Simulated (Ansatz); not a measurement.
Born–Oppenheimer molecular dynamics of ClH3Si + H2S (8 atoms, charge 0, multiplicity 1). It starts from a relaxed structure.

These are results of Ansatz 0.2.0, RKS B3LYP-D4/def2-SVP, not measurements.

```json
{"ensemble": "NVT, Langevin thermostat", "time step": "0.5 fs", "steps asked": "250", "set temperature": "300 K", "friction": "0.02 /fs", "seed": "119441"}
```

First frame:

```xyz
8
Properties=species:S:1:pos:R:3
S -0.226 -0.897 -2.271
H 0.849 -0.209 -1.823
H -0.909 0.243 -2.525
Si -0.051 0.102 1.371
Cl 1.565 1.085 0.479
H 0.113 -1.362 1.198
H -1.311 0.586 0.753
H -0.031 0.452 2.817
```

**Question.** How far do the bonds stretch over the last three quarters of this one trajectory? (Pairs bonded in most of those frames.)

**Answer.** 
```json
{"bond": "S1–H2", "mean (Å)": "1.355", "spread (Å)": "0.030", "shortest": "1.30", "longest": "1.41"}
{"bond": "S1–H3", "mean (Å)": "1.357", "spread (Å)": "0.042", "shortest": "1.28", "longest": "1.44"}
{"bond": "Si4–Cl5", "mean (Å)": "2.113", "spread (Å)": "0.046", "shortest": "2.04", "longest": "2.20"}
{"bond": "Si4–H6", "mean (Å)": "1.488", "spread (Å)": "0.023", "shortest": "1.44", "longest": "1.53"}
{"bond": "Si4–H7", "mean (Å)": "1.483", "spread (Å)": "0.025", "shortest": "1.43", "longest": "1.54"}
{"bond": "Si4–H8", "mean (Å)": "1.493", "spread (Å)": "0.039", "shortest": "1.41", "longest": "1.57"}
```

Mean temperature of the second half: 293 K. A run of 0.12 ps of so small a system gives no equilibrium averages.

Run time: 8.4 min on 2 threads of Arm Neoverse N1 (shared host), peak memory 0.17 GiB.
